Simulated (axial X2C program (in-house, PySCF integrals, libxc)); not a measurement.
# Testing model relations on CN⁻

A bond curve at the CCSD(T) level, with spin–orbit coupling, was computed with an axial X2C code built on PySCF integrals (basis N dyall-av3z [7s7p3d2f], C dyall-av3z [8s7p3d2f] (cores contracted in-house)) for the state Ω = 0 (closed shell). Its fit gives Re = 1.1850 Å, ωe = 2047.3 cm⁻¹, ωexe = 12.4 cm⁻¹ and αe = 1.652e-02 cm⁻¹; the masses are 14.0031 and 12.0000 u. Two-component means X2C with spin–orbit coupling and atomic mean-field Coulomb and Gaunt terms.

Correlated methods: 10 electrons correlated (number of frozen shells: N 1 s; C 1 s), 200 virtual spin orbitals or spinors in MP2, 90 natural virtuals in coupled cluster.

Find the reduced mass, Be and the force constant.

From the CCSD(T) values: μ = 6.4622 u. Be = 16.8576/(μ Re²) = 1.858 cm⁻¹. k = 5.8918×10⁻⁷ μ ωe² = 16 mdyn/Å.

Estimate the centrifugal constant by the Kratzer relation.

D = 4Be³/ωe² = 6.12e-06 cm⁻¹.

Where do the fundamental and the first overtone lie?

ν(1←0) = ωe − 2ωexe = 2022.5 cm⁻¹; ν(2←0) = 2ωe − 6ωexe = 4020.2 cm⁻¹.

Estimate De from a Morse curve and compare with the computed well depth of 10.100 eV to N + C-.

De(Morse) = ωe²/(4ωexe) = 10.477 eV against 10.100 eV computed, a ratio of 1.04. For De the Morse form works well here.

A Morse curve ties αe to the other constants (Pekeris). How well does that hold?

αe(Morse) = 6Be²/ωe × (√(ωexe/Be) − 1) = 1.602e-02 cm⁻¹; the CCSD(T) curve gives 1.652e-02 cm⁻¹, a ratio of 0.97.

One determinant describes the state; a PBE0 search over occupations chose it and may have missed a lower one. De is counted from the lowest determinant-based energies of the atoms at the same level, without counterpoise correction. CCSD and (T) use frozen natural virtuals with an MP2 correction for the truncation; (T) itself is uncorrected, so its De runs slightly low.
